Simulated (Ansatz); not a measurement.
**AlBHF (quintet): from Hartree-Fock to the top rungs, cc-pVDZ**

One table from this session's results is given with a row withheld; the runs are named, their logs left out.

The runs use Ansatz 0.2.0, Gaussian basis; cc-pVDZ, core rule «outside noble gas», up to 7 orbitals frozen.

To be run: UHF; CCSD(T) on ROHF; CCSD(T) on UHF; BCCD(T) on ROHF; CISD; CCSDT(Q) on ROHF; CCSDT(Q) on UHF.

26 further runs of the same task are left out: 9 that didn't finish, 17 set aside as unsound or not needed.

## The system

The geometry is a PBE0/def2-TZVP stationary point (not a proven minimum) of the parent state, kept for this charge and spin.

4 atoms, charge 0, spin multiplicity 5.

Atoms are counted from 1 here; the program's logs count them from 0.

Bond lengths: Al1–B2 2.110 Å, B2–F3 1.327 Å, B2–H4 1.205 Å. Angles: Al1–B2–F3 126.1°, Al1–B2–H4 112.4°, F3–B2–H4 121.5°.

The first run:

Input file in.yaml:

```yaml
crystal:
  periodic: [false, false, false]
  atoms:
    - {symbol: Al, position_ang: [0.000000, -0.075183, 1.427166]}
    - {symbol: B, position_ang: [0.000000, 0.523760, -0.596061]}
    - {symbol: F, position_ang: [0.000000, -0.282645, -1.649481]}
    - {symbol: H, position_ang: [0.000000, 1.722317, -0.719901]}
basis:
  gaussian: {orbitals: cc-pVDZ}
magnetization: {spin_polarized: true, initial_magnetization: 4}
hamiltonian: {xc: hf}
output: {orbitals: {seedname: orbitals}}
```

Run with:

```
$ ansatz run in.yaml --threads 1 --pin off --events-out ev --progress --plain --max-ram 2393MiB
```

Steps of the session up to this table: UHF; CCSD(T) on ROHF; CCSD(T) on UHF; BCCD(T) on ROHF; CISD; CCSDT(Q) on ROHF; CCSDT(Q) on UHF.

One table of the session follows, with a row left open; its other results are not shown here.

```
   method  from UCCSDT(Q) (kJ/mol)
     ROHF                   +810.9
      UHF                   +806.8
     RMP2                    +78.0
     UMP2                        ?
     CISD                    +81.9
    RCCSD                    +23.6
    UCCSD                    +23.5
 RCCSD(T)                     +4.4
 UCCSD(T)                     +4.3
  BCCD(T)                     +3.8
   RCCSDT                     +1.6
   UCCSDT                     +1.5
RCCSDT(Q)                     +0.5
UCCSDT(Q)                        0
```

Estimate the missing values for UMP2.

**Answer.** from UCCSDT(Q) (kJ/mol): +77.0. In the column «from UCCSDT(Q) (kJ/mol)» it lies between RCCSD (+23.6) and RMP2 (+78.0).

Caveats from the session: Restricted and unrestricted rows rest on different reference determinants; where their highest levels disagree by more than a few hundredths of an eV, they describe different states and don't form one ladder.
